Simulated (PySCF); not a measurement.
Two species compared at the same levels of theory.

First species: Benzonitrile, C7H5N.
Atom-mapped SMILES: `[N:1]#[C:2][c:3]1[cH:4][cH:5][cH:6][cH:7][cH:8]1` (hydrogens: H9 on C4; H10 on C5; H11 on C6; H12 on C7; H13 on C8)

Cartesian coordinates in Å at the GFN2-xTB level; atoms count from 1:
```
atom  x, y, z in Å
N1     3.5601    0.6270    0.0347
C2     2.4310    0.4290    0.0240
C3     1.0380    0.1836    0.0098
C4     0.1431    1.2500    0.1008
C5    -1.2161    1.0024    0.0857
C6    -1.6866   -0.2974   -0.0210
C7    -0.7974   -1.3573   -0.1106
C8     0.5644   -1.1245   -0.0940
H9     0.5206    2.2586    0.1818
H10   -1.9113    1.8255    0.1583
H11   -2.7497   -0.4850   -0.0342
H12   -1.1670   -2.3687   -0.1926
H13    1.2664   -1.9426   -0.1606
```

Second species: C₄H₈.
SMILES: `CC(=C)C`

Levels: wB97X-D/def2-SVPD for dipole moment, HOMO energy, LUMO energy, HOMO–LUMO gap, static isotropic polarisability and electronic spatial extent ⟨r²⟩ about the centre of nuclear charge; TDDFT wB97X-D/def2-SVPD for lowest singlet excitation; TDA wB97X-D/def2-SVPD for lowest triplet excitation (Tamm–Dancoff); GFN2-xTB for rotational constant A and rotational constant C. Geometries: GFN2-xTB. All species are isolated and taken at one optimised geometry, non-relativistic unless stated. Electronic properties by PySCF.

(1) Which has the higher ⟨r²⟩?

(2) Which has the higher T1 energy?

(3) Which has the higher HOMO–LUMO gap?

(4) Which has the higher rotational constant A?

(5) Which has the higher rotational constant C?

(6) Which of the two has the higher static isotropic polarisability, and by how much?

(7) Which of the two has the higher dipole moment, and by how much?

(8) Which of the two has the higher LUMO energy, and by how much?

## Answers

(1) The first: 904 bohr² against 321 bohr², a difference of 583 bohr².

(2) The second: 4.60 eV against 3.93 eV, a difference of 0.67 eV.

(3) The second: 11.31 eV against 9.68 eV, a difference of 1.63 eV.

(4) The second: 9.228 GHz against 5.726 GHz, a difference of 3.502 GHz.

(5) The second: 4.690 GHz against 1.236 GHz, a difference of 3.454 GHz.

(6) The first: 83.0 au against 50.8 au, a difference of 32.2 au.

(7) The first: 4.71 D against 0.56 D, a difference of 4.15 D.

(8) The second: 2.36 eV against 0.07 eV, a difference of 2.29 eV.

On the first: A dipole of 4.71 D is allowed in C2v, and pure rotational transitions are dipole-allowed. No computed singlet falls in the visible range (750 to 380 nm, 1.65 to 3.26 eV); S1 lies 2.06 eV above its blue end.

On the second: S1 lies 4.23 eV below the HOMO–LUMO gap; its leading configuration is HOMO→LUMO, weight 0.92. The polarisability is 7.52 Å³ as a volume (1 au = 0.148185 Å³), or 1.59 au for each of the 32 electrons.
